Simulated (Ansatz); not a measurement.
Species: C$_{2}$H$_{3}$O, charge 0, doublet. C2H3O (SMILES C1[CH]O1, doublet).
B3LYP-D3(BJ)/def2-TZVP minimum from Ansatz (a quantum-chemistry and plane-wave program):
```
C
H 1 1.0841
H 1 1.0855 2 116.13
C 1 1.4453 2 119.59 3 -161.77
O 4 1.3627 1 63.15 2 -100.82
H 4 1.0856 5 122.06 1 125.52
```
Charge 0, spin multiplicity 2.

Total energies in cc-pVDZ, 17 correlated electrons, 3 frozen orbitals. UHF or UKS for unpaired electrons; spin-orbit terms are left out. Cores are frozen in correlated methods. No relativity.

```
method    program  energy (Eh)  minus CCSDT(Q) (mEh)
--------  -------  -----------  --------------------
HF         Ansatz   -152.23859                476.48
MP2        Ansatz   -152.67202                 43.05
CCSD       Ansatz   -152.69855                 16.52
CCSD(T)    Ansatz   -152.71299                  2.08
CCSDT(Q)   Ansatz   -152.71507                  0.00
```

Rough core times of Ansatz's runs on a shared machine: CCSD(T) under 20 s, CCSDT(Q) 5 min.
